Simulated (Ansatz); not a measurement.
C$_{6}$H$_{5}$F (`Fc1ccccc1`). The species carries charge 0 and has multiplicity 1.

```csv
atom,x (Å),y (Å),z (Å)
F1,-2.395,-0.845,-0.852
C2,-1.197,-0.422,-0.426
C3,-0.643,-1.010,0.694
C4,0.598,-0.567,1.128
C5,1.261,0.445,0.449
C6,0.680,1.018,-0.674
C7,-0.560,0.586,-1.122
H8,-1.180,-1.798,1.207
H9,1.047,-1.018,2.005
H10,2.229,0.786,0.793
H11,1.194,1.808,-1.208
H12,-1.034,1.017,-1.995
```

(1) What are the harmonic wavenumbers in cm⁻¹ at PBE0-D4/def2-TZVP (Ansatz, finite differences of forces, unscaled)? (Best estimate.)

(2) Is this a minimum?

(3) Give the ideal-gas thermochemistry at 298.15 K and 1 bar (rigid rotor, harmonic oscillator; point group C2v, symmetry number 2).

(4) And at 400, 500, 600, 800 and 1000 K?

(5) Rotational constants (cm⁻¹)?

Results:

(1) The calculation gave: 239, 411, 424, 514, 526, 625, 700, 772, 835, 837, 915, 964, 972, 1026, 1050, 1097, 1177, 1178, 1277, 1328, 1373, 1497, 1539, 1667, 1671, 3194, 3202, 3215, 3223, 3225.

(2) Yes, all 30 modes are real.

(3) Zero-point energy 243.3 kJ/mol; H(298) − E = 259.2 kJ/mol; entropy 301.5 J/(mol·K), of which translation 165.8, rotation 106.8, vibration 28.9; G(298) − E = 169.3 kJ/mol.

(4) 
| T (K) | H − E (kJ/mol) | S (J/mol/K) | G − E (kJ/mol) |
| --- | --- | --- | --- |
| 400 | 270.2 | 332.9 | 137.0 |
| 500 | 283.7 | 363.0 | 102.2 |
| 600 | 299.5 | 391.7 | 64.5 |
| 800 | 336.0 | 444.0 | -19.2 |
| 1000 | 377.3 | 490.0 | -112.7 |

(5) 0.1912, 0.0865, 0.05955.
